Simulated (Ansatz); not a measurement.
# C3H5N: one species, many methods

An exercise on one series of results from a longer session: the logs are not shown, and one member is left open.

Program: Ansatz 0.2.0, Gaussian basis. Level of theory: functionals in def2-TZVPP, the program's frozen cores in correlated methods. These are calculated values, not measurements.

Plan: LDA (SPW92), PBE-D4, revPBE-D4, BLYP-D4, r2SCAN-D4, B97M-V, PBE0-D4, B3LYP-D4, r2SCANh-D4, r2SCAN0-D4, HSE06-D4, BHLYP-D4, CAM-B3LYP-D4, LC-ωPBE, ωB97X-V, ωB97M-V, B2PLYP, PBE-QIDH; CCSD(T)/def2-SVP; CCSD(T)/def2-TZVPP; MP2/def2-QZVPP; extrapolation to the limit; RPA on PBE.

**The geometry**

An earlier PBE0-D4 in a triple-zeta def2 set relaxation fixed the geometry.

SMILES `C#CNC`, 9 atoms, charge 0, spin multiplicity 1.

Atoms are counted from 1 here; the program's logs count them from 0.

Bond lengths: C1–C2 1.204 Å, C1–H5 1.063 Å, C2–N3 1.338 Å, N3–C4 1.453 Å, N3–H6 1.009 Å, C4–H7 1.091 Å, C4–H8 1.090 Å, C4–H9 1.096 Å. Angles: C2–C1–H5 179.1°, C1–C2–N3 177.6°, C2–N3–C4 118.1°, C2–N3–H6 114.2°, C4–N3–H6 114.6°, N3–C4–H7 108.9°, N3–C4–H8 109.0°, N3–C4–H9 113.1°, H7–C4–H8 108.3°, H7–C4–H9 109.1°, H8–C4–H9 108.5°.

The first run:

in.yaml

```yaml
crystal:
  periodic: [false, false, false]
  atoms:
    - {symbol: C, position_ang: [-0.615832, 0.605454, -2.023858]}
    - {symbol: C, position_ang: [0.009266, 0.441770, -1.008364]}
    - {symbol: N, position_ang: [0.709624, 0.205991, 0.106519]}
    - {symbol: C, position_ang: [0.090020, -0.595806, 1.147722]}
    - {symbol: H, position_ang: [-1.153729, 0.750919, -2.928547]}
    - {symbol: H, position_ang: [1.229340, 1.001910, 0.443870]}
    - {symbol: H, position_ang: [0.825671, -0.788442, 1.929400]}
    - {symbol: H, position_ang: [-0.216318, -1.552120, 0.723226]}
    - {symbol: H, position_ang: [-0.789542, -0.115876, 1.592932]}
basis:
  gaussian: {orbitals: def2-TZVPP}
hamiltonian: {xc: lda}
output: {orbitals: {seedname: orbitals}}
```

Steps of the session up to this table: LDA; PBE-D4 (GGA); revPBE-D4 (GGA); BLYP-D4 (GGA); r2SCAN-D4 (meta-GGA); B97M-V (meta-GGA); PBE0-D4 (hybrid); B3LYP-D4 (hybrid); r2SCANh-D4 (hybrid); r2SCAN0-D4 (hybrid); HSE06-D4 (hybrid); BHLYP-D4 (hybrid); CAM-B3LYP-D4 (range-separated); LC-ωPBE-D4 (range-separated; the results give it without D4); ωB97X-V (range-separated); ωB97M-V (range-separated); B2PLYP (double hybrid); PBE-QIDH (double hybrid).

One of the session's tables, all rows but one given; the rest of the session is left out.

It belongs to the step «Orbital energies across the functionals». 

```
  functional  HOMO (eV)  LUMO (eV)  gap (eV)
 LDA (SPW92)      -5.17      -0.23      4.94
      PBE-D4      -5.01      -0.06      4.95
   revPBE-D4      -4.95       0.00      4.95
     BLYP-D4      -4.88      -0.05      4.83
   r2SCAN-D4      -5.22       0.47      5.69
      B97M-V      -5.28       0.23      5.51
     PBE0-D4      -6.23       0.84      7.07
    B3LYP-D4      -6.02       0.50      6.52
  r2SCANh-D4      -5.68       0.80      6.48
  r2SCAN0-D4      -6.38       1.25      7.63
    HSE06-D4          ?          ?         ?
    BHLYP-D4      -7.34       1.52      8.87
CAM-B3LYP-D4      -7.56       1.67      9.23
     LC-ωPBE      -8.89       2.99     11.88
     ωB97X-V      -8.54       2.80     11.34
     ωB97M-V      -8.44       2.36     10.80
```

Q: Estimate the row for HSE06-D4 from the others.

**Answer.** HOMO (eV): -5.83; LUMO (eV): 0.47; gap (eV): 6.30. In the column «HOMO (eV)» it lies between B3LYP-D4 (-6.02) and r2SCANh-D4 (-5.68).
